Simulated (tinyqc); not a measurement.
Inside a calculation. Method: CCSD on RHF in the sto-6g basis, frozen core, for H2O, spin multiplicity 1. One step of it, computed by the program tinyqc.

Task: CCSD: starting amplitudes. t_ij^ab = <ij||ab> / (e_i + e_j - e_a - e_b), whose energy is MP2.

orbital energies (hartree): MO1 -20.515545, MO2 -1.196333, MO3 -0.543791, MO4 -0.411776, MO5 -0.385310, MO6 0.405524, MO7 0.574899

Two-electron integrals over orbitals (pq|rs), unique and non-zero (hartree); the lowest 1 orbital is frozen and left out:
```
(22|22) 0.727341    (32|22) 0.004430    (32|32) 0.127574    (33|22) 0.606316
(33|32) -0.001327   (33|33) 0.583490    (42|22) -0.030087   (42|32) 0.004940
(42|33) 0.001480    (42|42) 0.130161    (43|22) 0.015744    (43|32) 0.028591
(43|33) 0.009731    (43|42) -0.014578   (43|43) 0.057028    (44|22) 0.664824
(44|32) -0.016517   (44|33) 0.560085    (44|42) -0.091837   (44|43) 0.011383
(44|44) 0.699942    (52|52) 0.152560    (53|52) -0.007663   (53|53) 0.026182
(54|52) -0.040144   (54|53) 0.003803    (54|54) 0.046032    (55|22) 0.759401
(55|32) -0.010413   (55|33) 0.594431    (55|42) -0.076676   (55|43) 0.018774
(55|44) 0.689879    (55|55) 0.880663    (62|22) -0.122260   (62|32) 0.015021
(62|33) -0.059603   (62|42) -0.036763   (62|43) -0.004761   (62|44) -0.061826
(62|55) -0.133319   (62|62) 0.089748    (63|22) 0.039516    (63|32) 0.038021
(63|33) 0.024908    (63|42) -0.012783   (63|43) 0.041863    (63|44) 0.017924
(63|55) 0.042202    (63|62) -0.016420   (63|63) 0.083077    (64|22) -0.135661
(64|32) -0.012169   (64|33) -0.049184   (64|42) 0.042004    (64|43) -0.019204
(64|44) -0.129779   (64|55) -0.152781   (64|62) 0.059228    (64|63) -0.037785
(64|64) 0.103386    (65|52) -0.048896   (65|53) 0.006522    (65|54) -0.007329
(65|65) 0.032366    (66|22) 0.574686    (66|32) -0.031965   (66|33) 0.535937
(66|42) 0.046205    (66|43) -0.026499   (66|44) 0.540454    (66|55) 0.563703
(66|62) -0.081826   (66|63) -0.019558   (66|64) -0.041099   (66|66) 0.583391
(72|22) 0.039074    (72|32) 0.056074    (72|33) 0.008893    (72|42) -0.001647
(72|43) -0.024252   (72|44) 0.026017    (72|55) 0.040433    (72|62) -0.007036
(72|63) -0.022973   (72|64) -0.019263   (72|66) 0.020409    (72|72) 0.073145
(73|22) 0.168512    (73|32) -0.026082   (73|33) 0.086950    (73|42) -0.068194
(73|43) 0.001791    (73|44) 0.144848    (73|55) 0.201096    (73|62) -0.063930
(73|63) 0.009297    (73|64) -0.093386   (73|66) 0.052590    (73|72) 0.023699
(73|73) 0.156875    (74|22) 0.006061    (74|32) -0.064943   (74|33) 0.003771
(74|42) 0.003510    (74|43) -0.011887   (74|44) 0.015604    (74|55) 0.011229
(74|62) -0.013798   (74|63) -0.050853   (74|64) 0.008742    (74|66) 0.030151
(74|72) -0.014680   (74|73) 0.024158    (74|74) 0.063341    (75|52) 0.014169
(75|53) 0.022886    (75|54) -0.001289   (75|65) -0.001984   (75|75) 0.026447
(76|22) -0.002698   (76|32) -0.078603   (76|33) 0.001325    (76|42) -0.011273
(76|43) -0.057421   (76|44) 0.018284    (76|55) 0.005942    (76|62) 0.002906
(76|63) -0.061990   (76|64) 0.018582    (76|66) 0.038187    (76|72) 0.000184
(76|73) 0.030210    (76|74) 0.049542    (76|76) 0.098740    (77|22) 0.613458
(77|32) 0.038720    (77|33) 0.577656    (77|42) -0.020526   (77|43) 0.032461
(77|44) 0.572214    (77|55) 0.611410    (77|62) -0.058645   (77|63) 0.053506
(77|64) -0.065444   (77|66) 0.523164    (77|72) 0.019974    (77|73) 0.089062
(77|74) -0.024050   (77|76) -0.038160   (77|77) 0.616435
```

Give: Starting amplitudes; correlation energy.

Result:

Starting amplitudes (spin orbitals 1a, 1b, ...; amplitudes related by a flip of all spins are not repeated; the 24 largest):
```
from      to          t
3a 3b  7a 7b     -0.070
4a 4b  6a 6b     -0.063
3a 4b  6b 7a     -0.048
3a 3b  6a 6b     -0.044
4a 4b  7a 7b     -0.032
2a 2b  6a 6b     -0.028
3a 4b  6a 7b      0.026
2a 4b  6a 6b     -0.024
2a 3b  6a 7b      0.023
3a 4a  6a 7a     -0.022
3a 4b  6a 6b      0.021
2a 2b  7a 7b     -0.021
5a 5b  6a 6b     -0.020
2a 3a  6a 7a      0.015
5a 5b  7a 7b     -0.014
3a 4b  7a 7b     -0.011
2a 3b  6b 7a     -0.008
2a 3b  7a 7b     -0.008
2a 4b  6b 7a     -0.007
2a 3b  6a 6b      0.006
2a 4b  6a 7b      0.005
2a 4b  7a 7b      0.005
4a 4b  6a 7b  -4.85e-03
3a 3b  6a 7b  -4.50e-03
```

correlation energy = -0.05292 hartree
